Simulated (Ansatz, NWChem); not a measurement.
**Predicting a hybrid from its neighbours: H2CO (formaldehyde)**

The species is H2CO (4 atoms), meant as a singlet with charge 0. As SMILES, `C=O`. Geometry: relaxed at PBE0-D4/def2-TZVP.

The electronic atomisation energy y, in eV, basis def2-TZVPP; a is the functional's share of exact exchange. Programs: Ansatz 0.2.0, NWChem 7.3.0.

| functional | program | a | y (eV) |
| --- | --- | --- | --- |
| revPBE | Ansatz | 0 | 16.19 |
| TPSS | NWChem | 0 | 16.29 |
| B3LYP | Ansatz | 0.2 | 16.19 |
| PBE0 | Ansatz | 0.25 | 16.14 |
| r2SCAN0 | Ansatz | 0.25 | ? |
| BHLYP | Ansatz | 0.5 | 15.38 |

**Question.** Fit y = c + s·a to the known rows and predict r2SCAN0.

**Answer.** 
1. Means of the 5 rows: a = 0.1900, y = 16.038.
2. Σ(Δa)² = 0.172, Σ(Δa·Δy) = -0.2731, so the slope is -0.2731/0.172 = -1.5878.
3. Intercept: 16.038 − (-1.5878) × 0.1900 = 16.340. The largest residual of the fit is 0.20.
4. r2SCAN0: 16.340 + (-1.5878) × 0.25 = 15.94 eV.

The run gave 15.72 eV, so the prediction is off by +0.22 eV, about the scatter of the fit.
